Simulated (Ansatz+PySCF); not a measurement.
Values are calculated unless marked as measured or tabulated.
Input for PySCF 2.14.0:

```python
from pyscf import gto, scf, mp

mol = gto.M(atom="""
H -1.232430 -0.885730 0.102970
C -0.686110 0.031190 -0.065630
O 0.669540 -0.121620 0.024400
H 1.090060 0.738660 -0.067400
H -1.116710 0.975390 0.173800
""", basis='cc-pvtz', charge=0, spin=1)
mf = scf.UHF(mol)
mf.kernel()
pt = mp.MP2(mf, frozen=2).run()
print(mf.e_tot, pt.e_corr, pt.e_tot)
```

The script is written out from the run's settings.

Results

- Converged: yes
- Reference energy: -114.46254 hartree
- Correlation energy: -0.39295 hartree
- Total energy: -114.85549 hartree
- Spin squared of the determinant: 0.762
